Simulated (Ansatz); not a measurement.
# One shape, several levels: quartet AlNH2F

Wanted: a comparison of 6 runs (U-r2SCAN0/STO-3G, U-revPBE/STO-3G, UB2PLYP/STO-3G, UPBE/STO-3G, UCCSDTQ/STO-3G, UCCSD(T)/STO-3G) of quartet AlNH2F. 

The calculation is run with Ansatz 0.2.0.

62 further runs of the same task are left out: 3 that didn't finish, 59 set aside as unsound or not needed.

## 1. The system as given

The species is AlNH2F (5 atoms), meant as a quartet with charge 0. SMILES of the parent species: `[NH2][Al][F]`. The coordinates come from a PBE0-D4/def2-TZVP relaxation. This is one conformer, not always the lowest. That shape belongs to the parent species and isn't relaxed for this state.

Bond lengths: N1–Al2 1.765 Å, Al2–F3 1.658 Å, N1–H4 1.007 Å, N1–H5 1.009 Å. Angles: N1–Al2–F3 117.4°, Al2–N1–H4 124.8°, Al2–N1–H5 124.2°, H4–N1–H5 111.0°.

## 2. A single-point energy at U-r2SCAN0/STO-3G (run 1)

in.yaml reads:

```yaml
basis:
  gaussian: {orbitals: STO-3G}
crystal:
  periodic: [false, false, false]
  atoms:
    - {symbol: N, position_ang: [-0.384700, 0.499000, -0.263800]}
    - {symbol: Al, position_ang: [0.632000, -0.282800, 0.949500]}
    - {symbol: F, position_ang: [1.228700, -1.786800, 0.590000]}
    - {symbol: H, position_ang: [-0.804300, 1.408300, -0.162700]}
    - {symbol: H, position_ang: [-0.621700, 0.088600, -1.154400]}
magnetization: {spin_polarized: true, initial_magnetization: 3}
hamiltonian: {xc: {name: r2SCAN0}}
accuracy: high
```

Command:

```bash
$ ansatz run in.yaml --threads 1 --pin off --max-ram 2610MiB --events-out events.jsonl --progress --plain --runs-dir runs
```

The log of the run:

```text
Warning: RAYON_NUM_THREADS=1 ignored (pool sized by the plan → 1); use --threads N
Functional definition: r2SCAN0
  name "r2SCAN0"
  parameter a = 0.25
  parameter k0 = 0.174
  parameter k1 = 0.065
  parameter a1 = 4.9479
  exchange = (1 - a)*r2scan_x(k0 = k0, k1 = k1, a1 = a1) + a*exact_x
  correlation = r2scan_c
378 factors; integrals over basis functions are off by at most 3.4e-8 eV
mean field evaluation 1: about -10686.1222 eV, gradient 1.0e1 eV
mean field evaluation 2: about -10677.3811 eV, gradient 3.4e1 eV
mean field evaluation 4: about -10687.4099 eV, gradient 1.8e0 eV
mean field evaluation 8: about -10687.4309 eV, gradient 6.6e-2 eV
mean field evaluation 16: about -10687.4309 eV, gradient 1.6e-5 eV
mean field -10687.43090327 eV, -392.7558414945 hartree, gradient 5.1e-8 eV, S^2 3.752160; 2 other end points of the search recorded, 0 dependent functions left out
reference -10687.43090391 eV, -392.7558415178 hartree; 17, 14 occupied and 4, 7 virtual orbitals, 378 factors
Total energy: -10687.43090391 eV, -392.7558415178 hartree
```

Wall time 6.9 s (1 thread of Arm Neoverse V1, shared host); peak memory 0.24 GiB.

## 3. The energy at U-revPBE/STO-3G (run 2)

input.yaml reads:

```yaml
crystal:
  periodic: [false, false, false]
  atoms:
    - {symbol: "N", position_ang: [-0.384700, 0.499000, -0.263800]}
    - {symbol: Al, position_ang: [0.632000, -0.282800, 0.949500]}
    - {symbol: F, position_ang: [1.228700, -1.786800, 0.590000]}
    - {symbol: H, position_ang: [-0.804300, 1.408300, -0.162700]}
    - {symbol: H, position_ang: [-0.621700, 0.088600, -1.154400]}
basis:
  gaussian: {orbitals: STO-3G}
hamiltonian: {xc: {name: revPBE}}
total_charge: 0
magnetization: {spin_polarized: true, initial_magnetization: 3}
accuracy: high
```

Command:

```bash
$ ansatz run input.yaml --threads 1 --pin off --max-ram 2610MiB --events-out events.jsonl --progress --plain --runs-dir runs
```

The log of the run:

```text
Warning: RAYON_NUM_THREADS=1 ignored (pool sized by the plan → 1); use --threads N
Functional definition: revPBE
  name "revPBE"
  parameter kappa = 1.245
  parameter beta = 0.06672455060314922
  exchange = pbe_x(kappa = kappa, mu = beta*pi^2/3)
  correlation = pbe_c(beta = beta)
378 factors; integrals over basis functions are off by at most 3.4e-8 eV
mean field evaluation 1: about -10683.9193 eV, gradient 1.9e1 eV
mean field evaluation 2: about -10675.7714 eV, gradient 3.6e1 eV
mean field evaluation 4: about -10681.5905 eV, gradient 2.0e1 eV
mean field evaluation 8: about -10685.5981 eV, gradient 1.3e1 eV
mean field evaluation 16: about -10687.1253 eV, gradient 2.3e-7 eV
mean field evaluation 32: about -10684.6473 eV, gradient 1.5e1 eV
mean field evaluation 64: about -10687.0388 eV, gradient 2.6e0 eV
mean field -10687.12531571 eV, -392.7446113586 hartree, gradient 7.9e-9 eV, S^2 3.750983; 6 other end points of the search recorded, 0 dependent functions left out
reference -10687.12531827 eV, -392.7446114528 hartree; 17, 14 occupied and 4, 7 virtual orbitals, 378 factors
Total energy: -10687.12531827 eV, -392.7446114528 hartree
```

Run time: 4.5 s. Hardware: 1 thread of Arm Neoverse V1, shared host; peak memory 0.13 GiB.

Runs 3 to 5 aren't shown in full; the table further down has their settings and results.

## 4. The energy at UCCSD(T)/STO-3G (run 6)

in.yaml reads:

```yaml
crystal:
  periodic: [false, false, false]
  atoms:
    - symbol: "N"
      position_ang: [-0.384700, 0.499000, -0.263800]
    - symbol: Al
      position_ang: [0.632000, -0.282800, 0.949500]
    - symbol: F
      position_ang: [1.228700, -1.786800, 0.590000]
    - symbol: H
      position_ang: [-0.804300, 1.408300, -0.162700]
    - symbol: H
      position_ang: [-0.621700, 0.088600, -1.154400]
basis:
  gaussian: {orbitals: STO-3G}
scf: {omitted_lower_state_checks: [cluster_reference, increment]}
accuracy: high
magnetization: {spin_polarized: true, initial_magnetization: 3}
correlation: {method: ccsd_t, frozen_orbitals: {Al: 5, F: 1, H: 0, "N": 1}}
```

Command:

```bash
$ ansatz run in.yaml --threads 1 --pin off --max-ram 2610MiB --events-out events.jsonl --progress --plain --runs-dir runs
```

The log of the run:

```text
Warning: RAYON_NUM_THREADS=1 ignored (pool sized by the plan → 1); use --threads N
[... 13 lines left out ...]
7 core orbitals not correlated: weight in the atoms' cores, before any rotation towards them, 1.000 or more for the frozen orbitals, at most 0.000 for the correlated occupied ones
[... 31 lines left out ...]
Total energy: -10661.00869197 eV, -391.7848431388 hartree
Checks for a lower state left out: cluster_reference, increment
```

Wall time 0.54 s (1 thread of Arm Neoverse V1, shared host).

## 5. All runs side by side

```tsv
run	level	frozen core orbitals	energy (Eh)	⟨S²⟩	wall time
1	U-r2SCAN0/STO-3G	–	-392.755842	3.752	6.9 s
2	U-revPBE/STO-3G	–	-392.744611	3.751	4.5 s
3	UB2PLYP/STO-3G	7	-392.495982	3.754	4.5 s
4	UPBE/STO-3G	–	-392.527987	3.751	3.9 s
5	UCCSDTQ/STO-3G	7	-391.785766	3.759	2.1 min
6	UCCSD(T)/STO-3G	7	-391.784843	3.759	0.54 s
```

## 6. Summary of results

| quantity | value |
| --- | --- |
| run 6: total energy | -391.78484 Eh |
| run 6: correlation energy (7 core orbitals frozen) | -80.0 mEh |
| run 6: (T) correction | -2.59 mEh |
| run 6: ⟨S²⟩ of the reference determinant | 3.759 |
| run 6: T1 diagnostic | 0.024 |

What this shows: Totals of different functionals can't be ranked against each other. In runs 1, 2, 3, 4, 5, 6 the basis is minimal, so the values are rough. All runs together took 2.4 min, the longest 2.1 min.
